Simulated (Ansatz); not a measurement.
A made-up structure of BSiNH5, doublet:

```
atom    x (Å)    y (Å)    z (Å)
  B1   0.1457   0.4619   0.0058
 Si2  -1.5809   0.1836  -0.8906
  N3   0.8612  -1.0392   0.4432
  H4  -2.5839   0.7365  -1.7301
  H5   0.9489   1.0373  -0.5826
  H6  -0.1825   1.1506   0.8663
  H7   1.8013  -1.0638   0.8045
  H8   0.2903  -1.7601   0.8542
```

It is relaxed with PBE-D4/def2-SVP and then PBE0-D4/def2-TZVP (Ansatz 0.2.0). Atoms count as bonded within 1.22 times the sum of their covalent radii (H–H: 0.88 Å). The end point is not checked to be a true minimum.

Task: Does its bonding change? (Judge from chemistry; the calculation decides.)

Result: Computed: Yes. Formed: Si2–H6; broken: none.

Where it ends: The first stage lowers the energy by 2.40 eV in 12 steps. It ends as BSiNH₅ ([NH2][BH]1[H][SiH]1):
```
8
angstrom
B 0.2318 0.1395 -0.1344
Si -1.6511 -0.0817 -0.9861
N 0.8908 -0.8232 0.6439
H -1.9855 1.3725 -1.2482
H 0.8220 1.0093 -0.7047
H -0.9196 0.5500 0.4023
H 1.8908 -0.9174 0.6316
H 0.4209 -1.5424 1.1662
```

Labels in which every atom is bracketed show which atoms are joined, not bond orders.

For scale, one of the runs: PBE0-D4/def2-TZVP relaxation, 129 basis functions, launched by `ansatz run in.yaml --threads 2 --pin off --events-out ev --progress --plain --max-ram 4352MiB`. Hardware: 2 CPU threads of an Arm Neoverse V2, shared host. Wall time about 21 s.
